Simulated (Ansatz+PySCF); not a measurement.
Two shapes of singlet CH₃BO.

Shape 1:

```xyz
6

B     0.0000    0.0000   -1.3364
C     0.0000    0.0000    0.1827
O     0.0000    0.0000    1.3146
H     0.0000   -1.1811   -1.6437
H    -1.0229    0.5906   -1.6437
H     1.0229    0.5906   -1.6437
```

Shape 2:

```xyz
6

B     0.0459    0.0052   -1.3555
C    -0.0220    0.0415    0.1996
O     0.0075   -0.0426    1.3397
H    -0.0123   -1.1327   -1.6461
H    -1.0127    0.5534   -1.6755
H     1.0223    0.5471   -1.6685
```

Basis set: def2-SVP (spherical functions). Correlated methods keep 3 orbitals frozen. Charge 0, multiplicity 1.

Computed with Ansatz (development build ahead of 0.2.0); each method stands on the lowest determinant of its kind that the runs found.

(1) Which shape is lower in energy, and by how much in each method?

Results:

(1)

```tsv
method	E(2) − E(1) (eV)
UHF-MP2	0.085
RHF-CCSD(T)	0.088
PBE0 (unrestricted)	0.132
r²SCAN (unrestricted)	0.124
ωB97X (restricted)	0.120
```

Shape 1 is lower.
